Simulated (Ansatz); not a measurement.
# SiH₅ (doublet): wave-function methods side by side at distance Si1–H5 along a hydrogen transfer = 2.025 Å, 6-31G

Aim: climb from Hartree-Fock through coupled cluster and multireference methods for SiH₅ (doublet) at one geometry and basis, and see what each rung misses.

The runs use Ansatz 0.2.0, Gaussian basis; 6-31G, core rule «outside noble gas», up to 5 orbitals frozen.

Plan: UHF; CCSD(T) on ROHF; CCSD(T) on UHF; BCCD(T) on ROHF; CISD; CCSDT(Q) on ROHF; CCSDT(Q) on UHF; CCSDTQ on ROHF; CASSCF and MRCISD+Q, 3 electrons in 3 orbitals; CASSCF and NEVPT2, 3 electrons in 3 orbitals; CASSCF and MRCISD+Q, 9 electrons in 9 orbitals; CASSCF and NEVPT2, 9 electrons in 9 orbitals; Full CI.

10 further runs of the same task are left out: 5 that didn't finish, 5 set aside as unsound or not needed.

### 1 The geometry

The geometry derives from fragments relaxed apart (PBE0/def2-TZVP) and kept rigid, so it is no stationary point. A hydrogen atom is moved between rigid fragments.

6 atoms, charge 0, spin multiplicity 2.

Atoms are counted from 1 here; the program's logs count them from 0.

Bond lengths: Si1–H2 1.485 Å, Si1–H3 1.485 Å, Si1–H4 1.485 Å, H5–H6 0.835 Å. Angles: H2–Si1–H3 109.5°, H2–Si1–H4 109.5°, H3–Si1–H4 109.5°.

### 2 UHF

Contents of in.yaml:

```yaml
crystal:
  periodic: [false, false, false]
  atoms:
    - {symbol: Si, position_ang: [-0.103468, 0.000000, 0.000000]}
    - {symbol: H, position_ang: [-0.598339, 1.399708, 0.000000]}
    - {symbol: H, position_ang: [-0.598339, -0.699854, 1.212183]}
    - {symbol: H, position_ang: [-0.598339, -0.699854, -1.212183]}
    - {symbol: H, position_ang: [1.921532, 0.000000, 0.000000]}
    - {symbol: H, position_ang: [2.756532, 0.000000, 0.000000]}
basis:
  gaussian: {orbitals: 6-31G}
magnetization: {spin_polarized: true, initial_magnetization: 1}
hamiltonian: {xc: hf}
output: {orbitals: {seedname: orbitals}}
```

Command:

```bash
$ ansatz run in.yaml --threads 1 --pin off --events-out ev --progress --plain --max-ram 2393MiB
```

After this run come: CCSD(T) on ROHF; CCSD(T) on UHF; BCCD(T) on ROHF; CISD; CCSDT(Q) on ROHF; CCSDT(Q) on UHF; CCSDTQ on ROHF; CASSCF and MRCISD+Q, 3 electrons in 3 orbitals; CASSCF and NEVPT2, 3 electrons in 3 orbitals; CASSCF and MRCISD+Q, 9 electrons in 9 orbitals; CASSCF and NEVPT2, 9 electrons in 9 orbitals; Full CI.

**Question.** What will the summary of the whole plan be? Wanted: FCI below the RHF energy; RMP2 from FCI; UMP2 from FCI; RCCSD from FCI; RCCSD(T) from FCI; UCCSD(T) from FCI; RCCSDT(Q) from FCI; UCCSDT(Q) from FCI; NEVPT2 pair from FCI.

The runs gave:

| quantity | value |
| --- | --- |
| FCI below the RHF energy | -2.7371 eV |
| RMP2 from FCI | +815.4 meV |
| UMP2 from FCI | +799.9 meV |
| RCCSD from FCI | +36.6 meV |
| RCCSD(T) from FCI | +11.1 meV |
| UCCSD(T) from FCI | +11.3 meV |
| RCCSDT(Q) from FCI | +0.3 meV |
| UCCSDT(Q) from FCI | +0.2 meV |
| NEVPT2 pair from FCI | +634.9 meV |
| NEVPT2 valence from FCI | +224.2 meV |
| MRCISD+Q valence from FCI | +13.5 meV |
| levels within 1 kcal/mol (43 meV) | RCCSD, UCCSD, RCCSD(T), UCCSD(T), BCCD(T), RCCSDT, UCCSDT, RCCSDT(Q), UCCSDT(Q), RCCSDTQ, MRCISD valence, MRCISD+Q valence |
| T1 diagnostic | 0.018 |
| effectively unpaired electrons | 1.03 |

In words: RCCSD(T) misses by +11.1 meV, 0.4 % of the correlation energy. One determinant dominates. Of the multireference levels listed MRCISD+Q valence comes nearest in total energy (+13.5 meV), which doesn't show that its space is the better one. These misses are within one basis, not against nature; the frozen cores of restricted and unrestricted runs differ, which can shift their rows.
